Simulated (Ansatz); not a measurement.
**CH₂O₃: ionisation energy by level of theory**

The task here is to estimate one member of a computed series from the others.

Program: Ansatz 0.2.0, Gaussian basis. Level of theory: unrestricted cation, the program's frozen cores in correlated methods. These are calculated values, not measurements.

Plan: UKS PBE-D4/def2-TZVPP; UKS r2SCAN-D4/def2-TZVPP; UKS PBE0-D4/def2-TZVPP; UKS B3LYP-D4/def2-TZVPP; UKS wB97X-V/def2-TZVPP; UKS wB97M-V/def2-TZVPP; UKS B2PLYP/def2-TZVPP; UHF-CCSD(T)/def2-TZVPP; UHF-MP2/def2-QZVPP; extrapolation to the limit; then −ε(HOMO) from the neutral's earlier runs with LDA (SPW92), PBE-D4, revPBE-D4, BLYP-D4, r2SCAN-D4, B97M-V, PBE0-D4, B3LYP-D4, r2SCANh-D4, r2SCAN0-D4, HSE06-D4, BHLYP-D4, CAM-B3LYP-D4, LC-ωPBE, ωB97X-V, ωB97M-V.

## The geometry

The geometry comes from an earlier relaxation with PBE0-D4 in a triple-zeta def2 set; it is a stationary point.

SMILES `O=C(O)O`, 6 atoms, charge 0, spin multiplicity 1.

Atoms are counted from 1 here; the program's logs count them from 0.

Bond lengths: O1–C2 1.200 Å, C2–O3 1.331 Å, C2–O4 1.331 Å, O3–H5 0.965 Å, O4–H6 0.965 Å. Angles: O1–C2–O3 125.6°, O1–C2–O4 125.6°, O3–C2–O4 108.9°, C2–O3–H5 106.3°, C2–O4–H6 106.3°.

Set-up of the first run:

File in.yaml:

```yaml
crystal:
  periodic: [false, false, false]
  atoms:
    - {symbol: O, position_ang: [-0.647941, -0.873959, 0.741853]}
    - {symbol: C, position_ang: [-0.051314, -0.087604, 0.059075]}
    - {symbol: O, position_ang: [1.250543, -0.130168, -0.212904]}
    - {symbol: O, position_ang: [-0.583646, 0.969179, -0.549562]}
    - {symbol: H, position_ang: [1.597217, -0.905808, 0.244039]}
    - {symbol: H, position_ang: [-1.522659, 0.964160, -0.328599]}
basis:
  gaussian: {orbitals: def2-TZVPP}
total_charge: 1
magnetization: {spin_polarized: true, initial_magnetization: 1}
hamiltonian: {xc: pbe, dispersion: d4}
```

Launch:

```bash
> ansatz run in.yaml --threads 2 --pin off --events-out ev --progress --plain --max-ram 4352MiB
```

Among the steps run: Cation, UKS PBE-D4/def2-TZVPP; Cation, UKS r2SCAN-D4/def2-TZVPP; Cation, UKS PBE0-D4/def2-TZVPP; Cation, UKS B3LYP-D4/def2-TZVPP; Cation, UKS wB97X-V/def2-TZVPP; Cation, UKS wB97M-V/def2-TZVPP; Cation, UKS B2PLYP (frozen core)/def2-TZVPP; Cation, UHF-CCSD(T)/def2-TZVPP; Cation, UHF-MP2/def2-QZVPP.

One of the session's tables, all rows but one given; the rest of the session is left out.

It belongs to the step «Ionisation energies side by side». For comparison, −ε(HOMO) of the neutral from earlier runs:

| functional | −ε(HOMO) (eV) |
| --- | --- |
| LDA (SPW92) | 7.18 |
| PBE-D4 | 6.94 |
| revPBE-D4 | 6.85 |
| BLYP-D4 | 6.87 |
| r2SCAN-D4 | 7.31 |
| B97M-V | 7.40 |
| PBE0-D4 | 8.72 |
| B3LYP-D4 | 8.46 |
| r2SCANh-D4 | 7.98 |
| r2SCAN0-D4 | 8.99 |
| HSE06-D4 | 8.31 |
| BHLYP-D4 | 10.48 |
| CAM-B3LYP-D4 | 10.27 |
| LC-ωPBE | 11.61 |
| ωB97X-V | 11.25 |
| ωB97M-V | ? |

Q: Estimate the row for ωB97M-V from the others.

**Answer.** −ε(HOMO) (eV): 11.19. In the column «−ε(HOMO) (eV)» it lies between BHLYP-D4 (10.48) and ωB97X-V (11.25).
